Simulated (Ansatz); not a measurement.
`CC(F)SS` + H₂ → `FCSS` + CH₄  (hydrogenolysis of a C–C bond)

Gas-phase electronic energies from Ansatz, PBE0-D4/def2-TZVP geometries. CBS: MP2 limit from def2 TZ/QZ plus the TZ coupled-cluster correction, frozen cores. This one scheme is used for every species. Functionals use def2-TZVPP. B3LYP here is the variant with VWN-RPA as its local correlation; programs differ in this. Each species was taken in one conformer, which may not be the lowest.

CCSD(T)/CBS gives -11.6 kcal/mol.

(1) Another level gave -12.2 kcal/mol. Which?
A. LC-ωPBE/def2-TZVPP
B. PBE0-D4/def2-TZVPP
C. LDA (SPW92)/def2-TZVPP
D. B3LYP/def2-TZVPP

Largest T1 diagnostic among the species: 0.012.

## Answers

(1) B. PBE0-D4 -12.2, LDA (SPW92) -9.6, B3LYP -15.3, LC-ωPBE -13.4 kcal/mol.

In def2-TZVPP, CCSD(T) changes the Hartree–Fock value by +5.6 kcal/mol (the triples alone add +1.2 kcal/mol) and MP2 by +6.6 kcal/mol. The D4 term adds +2.6 kcal/mol with B3LYP and +1.4 kcal/mol with PBE0; it sums over pairs of atoms, weighted by their polarisabilities, and B3LYP, whose exchange is more repulsive, gets the larger term. Leaving LDA and LC-ωPBE aside and taking each functional with its dispersion term where it has one, the values, not all of them listed here, spread over 3.3 kcal/mol, from B2PLYP to revPBE-D4. LDA lies +3.5 kcal/mol from PBE without D4.

CCSD(T)/CBS has its own doubt, a few kJ/mol and more with outer-core shells, so smaller differences from it don't rank the levels.
